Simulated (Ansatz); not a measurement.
fcc Al, treated with PBEsol in Ansatz (plane waves, PAW).

Run with plane-wave cutoff 500 eV, 24×24×1 k mesh (along the axes of the cell as run), Fermi–Dirac smearing 0.1 eV, scalar-relativistic PAW data made under PBE.

Problem. Estimate the surface energy of the (111) face and work function of the (111) face that the calculation returns.

Solution. 
- surface energy of the (111) face: 0.96 J/m²
- work function of the (111) face: 4.09 eV

The slab of 6 atoms is relaxed and unreconstructed.

Static lattice: no zero-point or thermal effects.

The result took about 50 core-seconds (a rough figure).

Ansatz is an electronic-structure program.
